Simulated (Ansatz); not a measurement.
# What each rung costs, and what it gives

The pair of H2S (SMILES S, atoms 1–3) and C2H2 (SMILES C#C, atoms 4–7), both closed shells, in one local arrangement (a lower one may exist), relaxed at PBE0-D4/def2-TZVP:

S1  (-0.787, 0.032, -2.437)
H2  (0.358, 0.694, -2.664)
H3  (-0.177, -1.161, -2.515)
C4  (-0.037, 0.118, 1.337)
C5  (0.340, 0.100, 2.474)
H6  (-0.367, 0.132, 0.320)
H7  (0.671, 0.086, 3.486)
(Å)

Interaction energies are counterpoise-corrected; the time is that of the whole pair.

Computed with Ansatz 0.2.0 (basis: as named in each row); correlated methods freeze the cores. B3LYP uses VWN-RPA correlation. Extrapolation: Hartree–Fock as exp(−7.88 √X), correlation as X^−2.97.

Times are rough, for one single point on 2 threads of a shared host (Arm Neoverse V1).

The estimate by CCSD(T) at an estimated basis limit (MP2 extrapolated from triple and quadruple zeta, plus CCSD(T) − MP2 in triple zeta) is -6.4 kJ/mol.

```json
{"method": "HF", "basis": "STO-3G", "time (s)": "under 1", "interaction energy (kJ/mol)": "-0.1", "method less estimate": "6.3"}
{"method": "PBE-D4", "basis": "STO-3G", "time (s)": "under 1", "interaction energy (kJ/mol)": "-8.0", "method less estimate": "-1.5"}
{"method": "SPW92", "basis": "def2-SVP", "time (s)": "under 1", "interaction energy (kJ/mol)": "-13.7", "method less estimate": "-7.3"}
{"method": "B3LYP-D4", "basis": "6-31G", "time (s)": "under 1", "interaction energy (kJ/mol)": "-7.3", "method less estimate": "-0.8"}
{"method": "PBE-D4", "basis": "def2-SVP", "time (s)": "under 1", "interaction energy (kJ/mol)": "-10.3", "method less estimate": "-3.8"}
{"method": "PBE0-D4", "basis": "def2-SVP", "time (s)": "under 1", "interaction energy (kJ/mol)": "-9.8", "method less estimate": "-3.4"}
{"method": "CCSD(T)", "basis": "def2-SVP", "time (s)": "under 1", "interaction energy (kJ/mol)": "-4.4", "method less estimate": "2.1"}
{"method": "PBE-D4", "basis": "def2-TZVPPD", "time (s)": "1", "interaction energy (kJ/mol)": "-8.3", "method less estimate": "-1.8"}
{"method": "revPBE-D4", "basis": "def2-TZVPPD", "time (s)": "2", "interaction energy (kJ/mol)": "-7.0", "method less estimate": "-0.5"}
{"method": "BLYP-D4", "basis": "def2-TZVPPD", "time (s)": "2", "interaction energy (kJ/mol)": "-6.5", "method less estimate": "-0.1"}
{"method": "wB97M-V", "basis": "def2-SVP", "time (s)": "2", "interaction energy (kJ/mol)": "-8.3", "method less estimate": "-1.9"}
{"method": "PBE0-D4", "basis": "def2-TZVPPD", "time (s)": "2", "interaction energy (kJ/mol)": "-7.9", "method less estimate": "-1.4"}
{"method": "B3LYP-D4", "basis": "def2-TZVPPD", "time (s)": "3", "interaction energy (kJ/mol)": "-7.0", "method less estimate": "-0.6"}
{"method": "HSE06-D4", "basis": "def2-TZVPPD", "time (s)": "3", "interaction energy (kJ/mol)": "-7.9", "method less estimate": "-1.5"}
{"method": "r2SCAN-D4", "basis": "def2-TZVPPD", "time (s)": "3", "interaction energy (kJ/mol)": "-6.1", "method less estimate": "0.4"}
{"method": "B2PLYP", "basis": "def2-TZVPPD", "time (s)": "4", "interaction energy (kJ/mol)": "-4.7", "method less estimate": "1.8"}
{"method": "wB97X-V", "basis": "def2-TZVPPD", "time (s)": "6", "interaction energy (kJ/mol)": "-6.4", "method less estimate": "0.0"}
{"method": "B97M-V", "basis": "def2-TZVPPD", "time (s)": "7", "interaction energy (kJ/mol)": "-6.9", "method less estimate": "-0.4"}
{"method": "wB97M-V", "basis": "def2-TZVPPD", "time (s)": "8", "interaction energy (kJ/mol)": "-6.2", "method less estimate": "0.2"}
{"method": "MP2", "basis": "def2-QZVPPD", "time (s)": "11", "interaction energy (kJ/mol)": "-6.6", "method less estimate": "-0.2"}
{"method": "CCSD(T)", "basis": "def2-TZVPPD", "time (s)": "32", "interaction energy (kJ/mol)": "-5.7", "method less estimate": "0.8"}
```

No T1 diagnostic of these runs exceeds 0.014.
